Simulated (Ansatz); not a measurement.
## Ansatz (development build ahead of 0.2.0) run

```yaml
crystal:
  periodic: [false, false, false]
  atoms:
    - { symbol: C, position_ang: [0.0, 1.39525, 0.0] }
    - { symbol: C, position_ang: [1.20832, 0.69762, 0.0] }
    - { symbol: C, position_ang: [1.20832, -0.69762, 0.0] }
    - { symbol: C, position_ang: [0.0, -1.39525, 0.0] }
    - { symbol: C, position_ang: [-1.20832, -0.69762, 0.0] }
    - { symbol: C, position_ang: [-1.20832, 0.69762, 0.0] }
    - { symbol: H, position_ang: [0.0, 2.48236, 0.0] }
    - { symbol: H, position_ang: [2.14979, 1.24118, 0.0] }
    - { symbol: H, position_ang: [2.14979, -1.24118, 0.0] }
    - { symbol: H, position_ang: [0.0, -2.48236, 0.0] }
    - { symbol: H, position_ang: [-2.14979, -1.24118, 0.0] }
    - { symbol: H, position_ang: [-2.14979, 1.24118, 0.0] }
basis:
  gaussian: { orbitals: cc-pVTZ }
hamiltonian:
  xc: hf
correlation:
  method: mp2
  frozen_orbitals: { C: 1, H: 0 }
scf:
  omitted_lower_state_checks: [stability, starts, atomic_configurations, cluster_reference, orbital_swaps, given_window_search, neighbouring_geometries, increment]
```

The input is written out in the form of the current development build from the run's settings.

The run gave:

- Converged: yes
- Reference energy: -230.77876 hartree
- Correlation energy: -0.95058 hartree
- Total energy: -231.72934 hartree
- Spin squared of the determinant: 0.000
- Occupied orbitals by symmetry in an Abelian subgroup (alpha; beta): 6 Ag 1 B1g 5 B1u 1 B2g 4 B2u 3 B3g 1 B3u; 6 Ag 1 B1g 5 B1u 1 B2g 4 B2u 3 B3g 1 B3u

Caution: unrestricted orbitals would lower the determinant.
